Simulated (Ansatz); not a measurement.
# BH6NSi, SMILES BN[SiH3]: a ladder of methods at one geometry

Program: the Ansatz DFT code, driven from Python.

The script, `run_methods.py`:
```python
"""One geometry of BH6NSi, method by method."""

from pathlib import Path
import argparse
import warnings

import ansatz as az
from ase import Atoms
import numpy as np

parser = argparse.ArgumentParser(description="One geometry of BH6NSi, method by method.")
parser.add_argument("--basis", required=True, help="Gaussian basis set")
args = parser.parse_args()

warnings.simplefilter("ignore", az.DeckWarning)

atoms = Atoms(["B", "N", "Si", "H", "H", "H", "H", "H", "H"], positions=[
    [-0.6354, 0.6856, -1.0937],
    [-0.489, 0.6696, 0.402],
    [0.4134, -0.8119, 0.753],
    [-1.2841, -0.0641, -1.6518],
    [-0.2161, 1.6092, -1.7522],
    [0.121, 1.4967, 0.6661],
    [1.7597, -0.7825, 0.0579],
    [-0.2847, -1.98, 0.3462],
    [0.7036, -0.8688, 2.2555],
])
bh6nsi = az.Crystal.molecule_from_ase(atoms)

job = (
    bh6nsi.calculation()
    .basis(gaussian=args.basis)
    .accuracy("high")
)

print("functional    E (Ha)        dipole (D)   HOMO (eV)  LUMO (eV)")
for name in ["hf", "pbe0", "blyp", "r2scan0", "lc_wpbe", "lda"]:
    summary = job.functional(name).forces().orbitals().run(runs_dir="runs").report
    lines = Path(summary["orbitals_path"]).read_text().splitlines()
    field_of = lambda key: [line.split("=")[1].strip() for line in lines if line.startswith(key)]
    orbitals = [(27.211386 * float(e), s, float(n)) for e, s, n in zip(field_of("Ene="), field_of("Spin="), field_of("Occup="))]
    homo = max(e for e, _, n in orbitals if n > 0.5)
    lumo = min(e for e, _, n in orbitals if n < 0.5)
    dipole = 4.803205 * np.linalg.norm(summary["charge_distribution"]["dipole_moment_e_ang"])
    print(f"{name:10s} {summary['free_energy_ev'] / 27.211386246:14.6f} {dipole:9.3f} {homo:11.3f} {lumo:10.3f}")
```

Running `python run_methods.py --basis def2-SVP` prints:
```text
functional    E (Ha)        dipole (D)   HOMO (eV)  LUMO (eV)
hf            -371.420025     0.839     -11.399      2.620
pbe0          -372.324390     0.878      -8.111     -1.047
blyp          -372.501755     0.883      -6.622     -1.827
r2scan0       -372.463264     0.860      -8.316     -0.849
lc_wpbe       -372.408418     0.885     -10.857      1.319
lda           -370.596182     0.996      -6.815     -2.287
```

The settings weren't tested for convergence. The geometry is a force-field or estimated start, not a minimum of this method, and the basis set is short of its limit. A lower total doesn't mark the better method: functionals have no common bound, and MP2 and coupled cluster aren't variational. Levels such as HOMO and LUMO are orbital energies: with these approximate functionals they aren't the ionisation energy and electron affinity, and their gap isn't the fundamental gap. Timing: 46 s on 1 thread of Arm Neoverse V1 (shared host), peak memory 0.35 GiB.
